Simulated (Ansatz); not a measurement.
**B–CH2⁺, triplet: reading a ladder of total energies**

Geometry: that of the B–CH2, doublet, kept fixed.

```xyz
4

B     0.0000    0.0000    0.8265
C     0.0000    0.0000   -0.5553
H     0.0000   -0.9252   -1.1237
H     0.0000    0.9252   -1.1237
```

Basis cc-pVTZ; Ansatz 0.2.0. Only valence electrons are correlated (noble-gas cores frozen), which leaves 8 electrons in 86 orbitals. Prefix R: restricted or restricted open-shell reference; prefix U: unrestricted.

Full CI isn't at hand for all of this; UCCSDT(Q) serves as the reference, and is uncertain by about the last step of the cluster series.

Runs differ by some tens of microhartree through their thresholds and, for an open shell, their frozen cores, so steps under 0.03 kcal/mol mean nothing.

```tsv
level	total energy (hartree)
UHF	-63.309302
UMP2	-63.481938
UCCSD	-63.505186
UCCSD(T)	-63.511912
UCCSDT	-63.512739
UCCSDT(Q)	-63.512989
```

Question: What is the correlation energy at UCCSDT(Q), and what share of it do UMP2 and UCCSD(T) recover?

Answer: E(corr) = -63.512989 − (-63.309302) = -0.203687 hartree = -5.543 eV. UMP2: -0.172636 / -0.203687 = 84.76 %. UCCSD(T): -0.202610 / -0.203687 = 99.47 %.

Question: By how many kcal/mol does UCCSD(T) miss UCCSDT(Q) (1 hartree = 627.509 kcal/mol), and which steps make up the rest?

Answer: -63.511912 − (-63.512989) = 0.001077 hartree = 0.68 kcal/mol. Steps: UCCSDT − UCCSD(T) = -0.52, UCCSDT(Q) − UCCSDT = -0.16 kcal/mol. That is within 1 kcal/mol of the reference in this basis, which itself misses far more of the correlation at the basis-set limit.
